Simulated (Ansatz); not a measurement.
C₃H₆OS (`C=C(O)CS`), relaxed with RKS PBE0-D4/def2-TZVP in the Gaussian-basis code of Ansatz from a PBE-D4/def2-SVP geometry. The force threshold is 0.005 eV/Å; the program also tests the step.

Charge 0, multiplicity 1.

Start:

```xyz
11

C     1.625    0.044    0.172
C     0.314   -0.273    0.101
O    -0.304   -1.210    0.880
C    -0.662    0.353   -0.850
S    -1.969    1.342   -0.001
H     2.047    0.818   -0.482
H     2.302   -0.450    0.887
H     0.345   -1.558    1.520
H    -0.145    1.058   -1.527
H    -1.147   -0.431   -1.469
H    -2.405    0.307    0.769
```

| step | energy (eV) | largest force (eV/Å) | largest move (Å) |
| --- | --- | --- | --- |
| 1 | -16083.3435 | 0.752 | 0.000 |
| 2 | -16083.3961 | 0.274 | 0.025 |
| 3 | -16083.4014 | 0.091 | 0.019 |
| 4 | -16083.4025 | 0.045 | 0.016 |
| 5 | -16083.4027 | 0.018 | 0.007 |
| 6 | -16083.4028 | 0.005 | 0.009 |
| 7 | -16083.4028 | 0.005 | 0.002 |
| 8 | -16083.4028 | 0.002 | 0.005 |

End:

```xyz
11

C     1.608    0.050    0.170
C     0.320   -0.273    0.106
O    -0.279   -1.217    0.876
C    -0.655    0.345   -0.832
S    -1.927    1.343    0.001
H     2.012    0.816   -0.474
H     2.285   -0.433    0.867
H     0.364   -1.573    1.497
H    -0.142    1.029   -1.506
H    -1.144   -0.426   -1.431
H    -2.443    0.339    0.725
```

Run time 10 s (4 threads of an AMD EPYC 9B45 on a shared host); peak host memory 0.5 GiB.
